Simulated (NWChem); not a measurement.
Molecule: NH, triplet; SMILES [NH]

Results from NWChem. Spin-unrestricted. No stability test was run on the SCF state. Each level has its own optimisation; frequencies are unscaled.

**Question.** Taking UHF/def2-TZVPP as the yardstick, which of these has the fewest basis functions while keeping “r H–N (Å)” within 0.003 Å of it: UHF/pcseg-2; UHF/pcseg-1; UHF/aug-pcseg-1; UHF/3-21G?

**Answer.** UHF/pcseg-2.
| level | basis functions | r H–N (Å) |
|---|---|---|
| UHF/3-21G | 11 | 1.046 |
| UHF/pcseg-1 | 19 | 1.027 |
| UHF/aug-pcseg-1 | 32 | 1.025 |
| UHF/pcseg-2 | 44 | 1.020 |
| UHF/def2-TZVPP | 45 | 1.020 |

The yardstick is one finite set, not the basis-set limit.
